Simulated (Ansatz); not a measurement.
SiGeHS⁺, singlet in cc-pVDZ: errors against RCCSDT(Q)

Geometry: that of the SiGeHS, doublet, kept fixed.

```xyz
4

Ge    0.0000   -0.0178    0.9195
S     0.0000    0.9961   -1.1909
Si    0.0000   -1.1353   -1.0840
H     0.0000    1.2288    1.8240
```

Basis cc-pVDZ; Ansatz 0.2.0. Only valence electrons are correlated (noble-gas cores and the filled d shells of p-block atoms frozen), which leaves 14 electrons in 44 orbitals. R marks a restricted (for open shells ROHF) determinant. No spin–orbit coupling is included, and no scalar relativity.

Full CI isn't at hand for all of this; RCCSDT(Q) serves as the reference, and is uncertain by about the last step of the cluster series.

- UHF ⟨S²⟩: 0.000
- T1 diagnostic (RCCSD): 0.0254
- largest doubles amplitude (RCCSD): 0.093

Q: From what is known of these methods and the diagnostics, rank them by the size of their error in total energy against RCCSDT(Q) in cc-pVDZ, smallest first (an estimate: the text doesn't fix the numbers).
A. RCCSDT
B. RCCSD
C. RHF
D. CISD
E. RCCSD(T)

A: A (46 meV), E (81 meV), B (537 meV), D (1616 meV), C (9173 meV).

All errors are against RCCSDT(Q) in cc-pVDZ. Within each family the higher level lies nearer, as is usual though not guaranteed.
